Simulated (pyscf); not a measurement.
PySCF, gas phase, ωB97X-D3(BJ)/def2-SVP geometries.

Q: For the elementary gas-phase step H₂O + H₂N–B(OH)–OH → HO–B(OH)–OH + NH₃ (singlet surface; H–O, B–N broken, B–O, H–N formed), what barrier and reaction energy does ωB97M-D3(BJ)/def2-TZVP give, measured from the separated reactants?

A: ΔE‡ = 77.3 kJ/mol, ΔE = -39.9 kJ/mol. Zero-point energy shifts the barrier by +2.6 kJ/mol. It is a four-centre exchange, with an imaginary mode of 1233i cm⁻¹. On the product side the descent ends in an adduct with a B–N contact, 5.7 kJ/mol under the separated species and 123.4 kJ/mol under the saddle at ωB97X-D3(BJ)/def2-TZVP. What is counted as broken (B–N) persists as a longer contact in the product adduct; parting that adduct is a step of its own. The reactants may also form a dative adduct at H₂N–B(OH)–OH; it and routes through it were not searched. This is the saddle that the search found; another between the same sides may lie lower.
